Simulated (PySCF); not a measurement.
Output of ΔSCF core-hole calculations on `CC(C)CC#N` (isovaleronitrile).

The calculation used delta-SCF UKS SCAN, pcX-2 on the ionised atom, pcseg-1 elsewhere, spin-free X2C in PySCF 2.14.0. Atoms in this output count from 0. The cycles run on a coarse integration grid; for E(ground) and E(ion) the exchange–correlation energy is redone on a finer one, so they differ from the last cycle, and only they enter the binding energy.

Coordinates (Å, PBE0-D3(BJ)/def2-SVP):
```
C     -1.424884    -0.339600    -0.433613
C     -0.072643     0.360970    -0.474075
C      0.073230     1.378701     0.650144
C      1.084369    -0.653952    -0.465855
C      1.134082    -1.456905     0.751487
N      1.154988    -2.075993     1.729352
H     -1.537704    -1.052315    -1.265387
H     -1.550850    -0.898310     0.508048
H     -2.245509     0.390238    -0.501560
H      0.012418     0.894711    -1.436959
H      1.032739     1.915538     0.588871
H      0.024266     0.887630     1.635541
H     -0.733504     2.125790     0.607793
H      0.997432    -1.341221    -1.323417
H      2.051512    -0.135288    -0.570336
```

```
ground state, core basis on atom 4 (C), 160 functions
  cycle   1  E = -250.63572664  |g| = 5.99e-02
  cycle   2  E = -250.63539384  |g| = 4.46e-02
  cycle   3  E = -250.63501920  |g| = 6.04e-02
  cycle   4  E = -250.63581213  |g| = 1.10e-02
  cycle   5  E = -250.63584254  |g| = 5.26e-04
  cycle   6  E = -250.63584260  |g| = 1.81e-04
  E(ground) = -250.65112713 Eh
hole in C 1s of atom 4
  cycle   1  E = -239.35689655  |g| = 1.50e+00
  cycle   2  E = -235.53174006  |g| = 2.66e+00
  cycle   3  E = -239.33269700  |g| = 9.61e-01
  cycle   4  E = -239.53415618  |g| = 9.32e-01
  ...
  cycle  10  E = -239.89911332  |g| = 3.41e-03
  cycle  11  E = -239.89914360  |g| = 1.38e-03
  cycle  12  E = -239.89914718  |g| = 4.55e-04
  E(ion) = -239.91239862 Eh   <S^2> = 0.8232   hole on atom = 1.000
```

**Question.** What is the C 1s binding energy of atom 4?

**Answer.** (-239.912399 − (-250.651127)) Eh × 27.2114 eV/Eh = 292.22 eV, for the nitrile carbon.

```
ground state, core basis on atom 3 (C), 160 functions
  cycle   1  E = -250.63167108  |g| = 5.79e-02
  cycle   2  E = -250.63160115  |g| = 2.47e-02
  cycle   3  E = -250.63141699  |g| = 3.77e-02
  cycle   4  E = -250.63170046  |g| = 1.34e-02
  cycle   5  E = -250.63174233  |g| = 5.18e-04
  cycle   6  E = -250.63174247  |g| = 1.64e-04
  E(ground) = -250.64510983 Eh
hole in C 1s of atom 3
  cycle   1  E = -239.33544181  |g| = 1.51e+00
  cycle   2  E = -238.08172049  |g| = 2.19e+00
  cycle   3  E = -239.50269778  |g| = 9.22e-01
  cycle   4  E = -239.74327151  |g| = 5.78e-01
  ...
  cycle  10  E = -239.89700447  |g| = 1.17e-03
  cycle  11  E = -239.89700650  |g| = 6.51e-04
  cycle  12  E = -239.89700749  |g| = 3.60e-04
  E(ion) = -239.90917179 Eh   <S^2> = 0.7705   hole on atom = 1.000
```

**Question.** What is the C 1s binding energy of atom 3?

**Answer.** (-239.909172 − (-250.645110)) Eh × 27.2114 eV/Eh = 292.14 eV, for the sp3 carbon next to a nitrile.

```
ground state, core basis on atom 0 (C), 160 functions
  cycle   1  E = -250.54765453  |g| = 5.60e-01
  cycle   2  E = -250.35987529  |g| = 1.04e+00
  cycle   3  E = -250.60249250  |g| = 3.40e-01
  cycle   4  E = -250.62998052  |g| = 4.70e-02
  cycle   5  E = -250.63045024  |g| = 1.76e-02
  cycle   6  E = -250.63052494  |g| = 4.92e-03
  cycle   7  E = -250.63053180  |g| = 1.36e-03
  cycle   8  E = -250.63053191  |g| = 3.75e-04
  E(ground) = -250.64391178 Eh
hole in C 1s of atom 0
  cycle   1  E = -239.38377479  |g| = 1.50e+00
  cycle   2  E = -238.80641215  |g| = 1.75e+00
  cycle   3  E = -239.89144195  |g| = 3.53e-01
  cycle   4  E = -239.87611128  |g| = 3.78e-01
  ...
  cycle   9  E = -239.94262998  |g| = 8.81e-04
  cycle  10  E = -239.94263022  |g| = 5.01e-04
  cycle  11  E = -239.94262963  |g| = 1.56e-04
  E(ion) = -239.95488109 Eh   <S^2> = 0.7678   hole on atom = 1.000
```

**Question.** What is the C 1s binding energy of atom 0?

**Answer.** (-239.954881 − (-250.643912)) Eh × 27.2114 eV/Eh = 290.86 eV, for the methyl carbon.

```
ground state, core basis on atom 5 (N), 160 functions
  cycle   1  E = -250.64548684  |g| = 7.53e-02
  cycle   2  E = -250.64460964  |g| = 6.88e-02
  cycle   3  E = -250.64423354  |g| = 8.01e-02
  cycle   4  E = -250.64561537  |g| = 7.17e-03
  cycle   5  E = -250.64562802  |g| = 6.83e-04
  cycle   6  E = -250.64562824  |g| = 1.87e-04
  E(ground) = -250.65753919 Eh
hole in N 1s of atom 5
  cycle   1  E = -235.06339719  |g| = 1.84e+00
  cycle   2  E = -233.10591477  |g| = 2.53e+00
  cycle   3  E = -235.53151356  |g| = 6.45e-01
  cycle   4  E = -235.67958258  |g| = 3.93e-01
  ...
  cycle  10  E = -235.76477656  |g| = 2.13e-03
  cycle  11  E = -235.76478090  |g| = 5.22e-04
  cycle  12  E = -235.76478042  |g| = 1.55e-04
  E(ion) = -235.77627044 Eh   <S^2> = 0.8090   hole on atom = 1.000
```

**Question.** What is the N 1s binding energy of atom 5?

**Answer.** (-235.776270 − (-250.657539)) Eh × 27.2114 eV/Eh = 404.94 eV, for the nitrile nitrogen.

The ground state is recomputed for each atom, because the flexible core basis sits on the ionised atom alone; energies of different blocks can't be mixed. Geometry: PBE0-D3(BJ)/def2-SVP, one conformer, isolated molecule.

On an AMD EPYC 9R45 with one thread, no GPU, on a shared host, this took 30 s and 0.62 GiB of memory at its peak.

Conformer computed: `[CH3:1][CH:2]([CH3:3])[CH2:4][C:5]#[N:6]`: C1–C2–C4–C5 -63°.
Labels such as C1 count atoms from 1, the log's own numbers from 0.
